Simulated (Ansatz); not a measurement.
The input, for Ansatz 0.2.0:

```yaml
crystal:
  periodic: [false, false, false]
  atoms:
    - {symbol: Sb, position_ang: [0.000000, 0.000000, 0.000000]}
    - {symbol: H, position_ang: [0.000000, 0.000000, 1.733800]}
basis:
  gaussian: {orbitals: def2-SVPD}
total_charge: -1
magnetization: {spin_polarized: true, initial_magnetization: 3}
correlation: {method: ccsd_t, electrons: all}
scf: {lower_state_search: full}
output: {forces: true}
```

```sh
$ ansatz run in.yaml --threads 1 --pin off --events-out ev --progress --plain --max-ram 2393MiB
```

Output:

```
494 factors; integrals over basis functions are off by at most 3.6e-4 eV
mean field evaluation 1: about -6523.0457 eV, gradient 8.6e0 eV
mean field evaluation 2: about -6523.1351 eV, gradient 8.6e0 eV
mean field evaluation 4: about -6523.9403 eV, gradient 1.4e0 eV
mean field evaluation 8: about -6524.0227 eV, gradient 2.5e-1 eV
mean field evaluation 16: about -6524.0453 eV, gradient 9.5e-6 eV
mean field evaluation 32: about -6524.0153 eV, gradient 3.0e-1 eV
mean field evaluation 64: about -6524.0453 eV, gradient 2.0e-6 eV
mean field evaluation 96: about -6524.0449 eV, gradient 7.0e-2 eV
mean field evaluation 128: about -6524.0453 eV, gradient 2.4e-6 eV
mean field evaluation 160: about -6521.8852 eV, gradient 8.1e-2 eV
...
mean field evaluation 640: about -6521.1294 eV, gradient 1.7e-1 eV
mean field -6524.04531328 eV, -239.7542431062 hartree, gradient 2.9e-6 eV, S^2 3.770480; 12 other end points of the search recorded, 0 dependent functions left out
determinant -6524.04531328 eV, -239.7542431062 hartree, with singles and doubles -6527.79046330 eV, -239.8918748308 hartree
determinant -6523.27105830 eV, -239.7257897604 hartree, with singles and doubles -6526.92726833 eV, -239.8601530009 hartree
determinant -6521.88547736 eV, -239.6748706004 hartree, with singles and doubles -6525.24937666 eV, -239.7984916192 hartree
determinant -6521.73245964 eV, -239.6692473029 hartree, with singles and doubles -6525.31044307 eV, -239.8007357684 hartree
determinant -6521.13443866 eV, -239.6472704372 hartree, with singles and doubles -6524.75091345 eV, -239.7801734342 hartree
reference -6524.04531328 eV, -239.7542431062 hartree; 14, 11 occupied and 26, 29 virtual orbitals, 496 factors
second order -3.24932723 eV of doubles, -0.00000000 eV of singles
cycle   1  -3.74516969 eV  change   -2.0e-5 eV  update   6.1e-4
cycle   2  -3.74512029 eV  change    4.9e-5 eV  update   5.1e-4
cycle   3  -3.74516505 eV  change   -4.5e-5 eV  update   2.0e-4
cycle   4  -3.74518481 eV  change   -2.0e-5 eV  update   8.2e-5
cycle   5  -3.74522616 eV  change   -4.1e-5 eV  update   2.1e-5
cycle   6  -3.74522491 eV  change    1.3e-6 eV  update   7.1e-6
cycle   7  -3.74521758 eV  change    7.3e-6 eV  update   2.7e-6
cycle   8  -3.74521597 eV  change    1.6e-6 eV  update   7.4e-7
cycle   9  -3.74521615 eV  change   -1.8e-7 eV  update   3.0e-7
perturbative correction -0.10831946 eV, -0.0039806668 hartree
the calculation of the forces begins
Total energy: -6527.89884889 eV, -239.8958579280 hartree
Atom 0 at     0.000000     0.000000     0.000000 Å, force     0.000000    -0.000000    -1.406171 eV/Å
Atom 1 at     0.000000     0.000000     1.733800 Å, force    -0.000000    -0.000000     1.406170 eV/Å
Dipole moment:     0.000000     0.000000     0.070783 e Å
```

Forces (eV/Å):
```
Sb   0.000  0.000 -1.406
H    0.000  0.000  1.406
```

Ran on 1 thread of Arm Neoverse V1, shared host: 16 s wall, 0.19 GiB peak host memory.
